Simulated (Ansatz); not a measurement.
Born–Oppenheimer molecular dynamics of HOSSi (4 atoms, charge -1, multiplicity 1). It starts from a relaxed structure.

These are results of RHF/def2-SVP in Ansatz 0.2.0, not measurements.

```
ensemble             : NVT, Langevin thermostat
time step            : 0.5 fs
steps asked          : 266
set temperature      : 300 K
friction             : 0.02 /fs
temperature schedule : 66 steps to 300 K, then 200 steps to 75 K
seed                 : 851306
```

Frames 2.5 fs apart, positions in Å, forces in eV/Å.

Velocities at 35.0 fs (Å/ps):

```
O 4.46 -4.90 5.91
Si -1.71 1.13 1.75
S -3.13 0.58 3.35
H 17.55 -7.11 7.06
```

```xyz
4
Properties=species:S:1:pos:R:3:forces:R:3 time_fs=35.0 energy_less_start_eV=0.038 T=257
O 0.671 0.264 0.976 -0.23 -0.10 -0.56
Si 0.389 0.264 -0.730 -0.11 -0.45 0.93
S -0.029 -1.357 0.900 0.18 0.60 -0.46
H -1.054 0.851 -0.826 0.15 -0.05 0.09
4
Properties=species:S:1:pos:R:3:forces:R:3 time_fs=37.5 energy_less_start_eV=0.059 T=266
O 0.682 0.253 0.990 -0.27 -0.03 -0.71
Si 0.380 0.264 -0.724 0.75 -0.80 1.09
S -0.037 -1.354 0.907 0.16 0.55 -0.47
H -1.006 0.834 -0.808 -0.64 0.28 0.09
4
Properties=species:S:1:pos:R:3:forces:R:3 time_fs=40.0 energy_less_start_eV=0.075 T=297
O 0.688 0.244 1.000 -0.25 0.01 -0.71
Si 0.372 0.258 -0.714 1.09 -0.93 1.09
S -0.047 -1.351 0.915 0.15 0.48 -0.45
H -0.991 0.829 -0.776 -0.99 0.44 0.07
4
Properties=species:S:1:pos:R:3:forces:R:3 time_fs=42.5 energy_less_start_eV=0.034 T=300
O 0.691 0.234 1.008 -0.15 0.09 -0.66
Si 0.366 0.249 -0.703 0.36 -0.59 1.04
S -0.057 -1.347 0.919 0.11 0.31 -0.40
H -1.030 0.854 -0.735 -0.32 0.18 0.02
4
Properties=species:S:1:pos:R:3:forces:R:3 time_fs=45.0 energy_less_start_eV=0.024 T=241
O 0.696 0.229 1.014 -0.11 0.14 -0.58
Si 0.361 0.238 -0.691 -0.34 -0.20 0.89
S -0.064 -1.342 0.922 0.07 0.18 -0.32
H -1.081 0.880 -0.715 0.38 -0.11 0.02
4
Properties=species:S:1:pos:R:3:forces:R:3 time_fs=47.5 energy_less_start_eV=0.035 T=290
O 0.706 0.222 1.018 -0.12 0.19 -0.48
Si 0.354 0.226 -0.678 -0.62 0.03 0.62
S -0.070 -1.337 0.921 0.03 0.01 -0.20
H -1.115 0.887 -0.711 0.70 -0.24 0.06
4
Properties=species:S:1:pos:R:3:forces:R:3 time_fs=50.0 energy_less_start_eV=0.025 T=303
O 0.713 0.210 1.022 -0.07 0.30 -0.30
Si 0.345 0.214 -0.665 -0.49 0.11 0.28
S -0.079 -1.333 0.919 -0.05 -0.23 -0.06
H -1.112 0.878 -0.699 0.61 -0.18 0.08
4
Properties=species:S:1:pos:R:3:forces:R:3 time_fs=52.5 energy_less_start_eV=0.010 T=378
O 0.718 0.201 1.027 -0.04 0.31 -0.12
Si 0.336 0.203 -0.651 -0.04 0.08 -0.10
S -0.092 -1.329 0.915 -0.11 -0.40 0.11
H -1.075 0.873 -0.684 0.18 0.00 0.11
4
Properties=species:S:1:pos:R:3:forces:R:3 time_fs=55.0 energy_less_start_eV=0.021 T=324
O 0.720 0.196 1.033 -0.06 0.19 0.03
Si 0.329 0.192 -0.638 0.57 -0.02 -0.43
S -0.108 -1.328 0.910 -0.12 -0.44 0.29
H -1.029 0.870 -0.670 -0.40 0.26 0.11
4
Properties=species:S:1:pos:R:3:forces:R:3 time_fs=57.5 energy_less_start_eV=0.034 T=341
O 0.718 0.193 1.040 -0.05 0.03 0.19
Si 0.323 0.182 -0.625 0.73 0.08 -0.73
S -0.123 -1.330 0.906 -0.11 -0.45 0.46
H -1.008 0.888 -0.646 -0.57 0.33 0.08
4
Properties=species:S:1:pos:R:3:forces:R:3 time_fs=60.0 energy_less_start_eV=0.031 T=344
O 0.715 0.194 1.046 -0.06 -0.21 0.30
Si 0.322 0.171 -0.612 0.21 0.55 -0.95
S -0.139 -1.332 0.903 -0.08 -0.36 0.62
H -1.020 0.942 -0.621 -0.07 0.02 0.03
4
Properties=species:S:1:pos:R:3:forces:R:3 time_fs=62.5 energy_less_start_eV=0.057 T=321
O 0.715 0.195 1.052 -0.08 -0.43 0.39
Si 0.320 0.163 -0.599 -0.17 0.97 -1.15
S -0.156 -1.332 0.903 -0.05 -0.26 0.75
H -1.025 1.009 -0.602 0.30 -0.28 0.01
```

Of the whole run (133 fs, mean temperature of the second half 285 K): The schedule's set-point averaged 150 K over the second half and the system 285 K, so it lags behind the ramp. A run of 0.13 ps of so small a system gives no equilibrium averages. Limits of this set-up: an anion without diffuse functions, the dipole of an ion depends on the origin.

Time of the run: 79 s on 1 thread of Arm Neoverse V2, on a shared host, peak memory 0.087 GiB.
